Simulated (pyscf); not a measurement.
H₃Si–AsH₂ (SMILES [SiH3][AsH2]) + SiH₃• (SMILES [SiH3]) -> H₃Si–SiH₂–AsH₂ (SMILES [SiH3][SiH2][AsH2]) + H• (SMILES [H]) (substitution at Si; doublet surface; H–Si broken, Si–Si formed). Structures and frequencies: ωB97X-D3(BJ)/def2-SVP in PySCF. Energies in kcal/mol from the separated reactants.

```json
[
 {"level": "ωB97X-D3(BJ)/def2-TZVP", "barrier": "13.8", "reaction energy": "+10.5"},
 {"level": "PBE/def2-TZVP", "barrier": "…", "reaction energy": "…"},
 {"level": "B3LYP-D3(BJ)/def2-TZVP", "barrier": "17.4", "reaction energy": "+17.4"},
 {"level": "M06-2X/def2-TZVP", "barrier": "20.1", "reaction energy": "+17.2"},
 {"level": "ωB97M-D3(BJ)/def2-TZVP", "barrier": "…", "reaction energy": "+16.0"},
 {"level": "HF/def2-TZVP", "barrier": "31.4", "reaction energy": "+18.6"}
]
```

Question: Some entries are withheld; supply them.

Answer: 
- PBE/def2-TZVP, barrier: 14.7
- PBE/def2-TZVP, reaction energy: +14.9
- ωB97M-D3(BJ)/def2-TZVP, barrier: 19.5

At PBE this geometry lies under the product side: in single points on another level's saddle the reverse barrier vanishes, and the forward threshold there is about the reaction energy. This saddle turned up in a search for another step; its sides and bond changes are read from the two ends of the descent. The same reactants have a lower exit, to AsH₂• + H₃Si–SiH₃ (barrier +5.6 kcal/mol at ωB97M-D3(BJ)/def2-TZVP, against +19.5 kcal/mol here). H₃Si–SiH₂–AsH₂ lies 7.4 kcal/mol over its isomer H₃Si–AsH–SiH₃ (electronic energy, ωB97M-D3(BJ)/def2-TZVP). One saddle was located; it need not be the lowest between these sides. The angle at the attacked Si is 174°. Elements up to Kr have no core potential and no relativistic terms here.
